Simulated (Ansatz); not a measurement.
An input meant for the cluster Al3H⁺ (charge 1, doublet).

```yaml
crystal:
  periodic: [true, true, true]
  atoms:
    - {symbol: Al, position_ang: [1.792487, 0.467266, 0.600394]}
    - {symbol: Al, position_ang: [-0.313608, 1.292907, 1.422421]}
    - {symbol: Al, position_ang: [-0.350473, -0.416819, -0.479023]}
    - {symbol: H, position_ang: [-1.128407, -1.343354, -1.543782]}
basis:
  gaussian: {orbitals: "6-31++G**"}
total_charge: 1
magnetization: {spin_polarized: true, initial_magnetization: 1}
hamiltonian: {xc: {name: HF}}
correlation: {method: ccsdt, electrons: outside_noble_gas}
scf: {omitted_lower_state_checks: [starts]}
```

```sh
$ ansatz run in.yaml --threads 4 --pin off --events-out ev --progress --plain --max-ram 3916MiB
```

It prints (some lines left out):

```
Error: YAML parse error: error: line 2 column 3: crystal: missing field `lattice` (a structure is typed as `lattice` and `atoms`, a molecule's as `atoms` in Å alone, or read from a run's directory, `checkpoint`)
 --> <input>:2:3
1 | crystal:
2 |   periodic: [true, true, true]
3 |   atoms:
4 |     - {symbol: Al, position_ang: [1.792487, 0.467266, 0.600394]}
```

In this input the species is marked periodic without a cell. The program refused the input.
